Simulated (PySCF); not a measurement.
**Simulated absorption spectrum**

Compound: cyanoformaldehyde, C₂HNO.
Structure used (PBE0-D3(BJ)/def2-TZVP), in Å, numbered top down from 1:
```xyz
5
C2HNO angstrom
N      1.9225   -0.1061    0.6176
C      0.8299   -0.0265    0.2674
C     -0.5611    0.0208   -0.1933
O     -1.2178    1.0179   -0.1482
H     -0.9398   -0.9398   -0.5813
```

Method: TDDFT CAM-B3LYP/aug-cc-pVTZ, vertical, gas phase, core orbitals frozen in the response (PySCF 2.14.0, density-fitted response routines). Isolated species at its PBE0-D3(BJ)/def2-TZVP geometry, gas phase.

Computed states:

```
state  E (eV)       f
   S1    3.87  0.0006
   S2    5.89  0.0000
   S3    6.71   0.103
   S4    7.44   0.011
   S5    7.63  0.0017
   S6    8.00  0.0000
   S7    8.39   0.032
   S8    9.09  0.0015
   S9    9.10   0.060
  S10    9.20   0.149
```

Broadening: Gaussians 0.3 eV wide at half height, area fixed by f = 4.319×10⁻⁹ ∫ε dν̃. The width is an assumption, not a result. The curve ends short of the highest state used, and states not computed would add to its high-energy end.

Question: What does the envelope look like, and where are its maxima?

Answer: 
E (eV), ε (L mol⁻¹ cm⁻¹) and a bar:
```
     3.42          0 
     3.57          3 
     3.72         25 
     3.87         51 
     4.01         28 
     4.16          4 
     4.31          0 
     4.46          0 
     4.61          0 
     4.75          0 
     4.90          0 
     5.05          0 
     5.20          0 
     5.35          0 
     5.49          0 
     5.64          0 
     5.79          0 
     5.94          0 
     6.09          0 
     6.23          7 
     6.38        301 #
     6.53       3285 ###########
     6.68       8971 ##############################
     6.83       6125 ####################
     6.97       1229 ####
     7.12        100 
     7.27        404 #
     7.42        996 ###
     7.57        708 ##
     7.72        206 #
     7.86         35 
     8.01         36 
     8.16        565 ##
     8.31       2354 ########
     8.46       2454 ########
     8.60        733 ##
```

Maxima: 320 nm (3.87 eV), ε about 51, made up of S1 (100%); 185 nm (6.71 eV), ε about 9300, made up of S3 (100%); 166 nm (7.45 eV), ε about 1000, made up of S4 (95%); 148 nm (8.39 eV), ε about 2900, made up of S7 (100%) (ε in L mol⁻¹ cm⁻¹; maxima over ε = 5, shares over 10%).

Question: Coming from long wavelengths, where does ε first pass 100 L mol⁻¹ cm⁻¹?

Answer: At about 196 nm (6.33 eV), 2.46 eV above S1.

Question: On this curve, what absorbance would a 10⁻⁵ mol/L sample give at 308 nm over a 1 cm path?

Answer: 308 nm is 4.025 eV, where ε is about 25 L mol⁻¹ cm⁻¹, so A = ε c l ≈ 0.00025 (Beer–Lambert, with the gas-phase spectrum and the assumed width).

Question: What would ε be at 6.71 eV, the highest of these maxima, with half the width (0.15 eV)?

Answer: About 18600 L mol⁻¹ cm⁻¹ against 9290, a factor of about 2.00; a lone state at its own centre would give exactly 2.
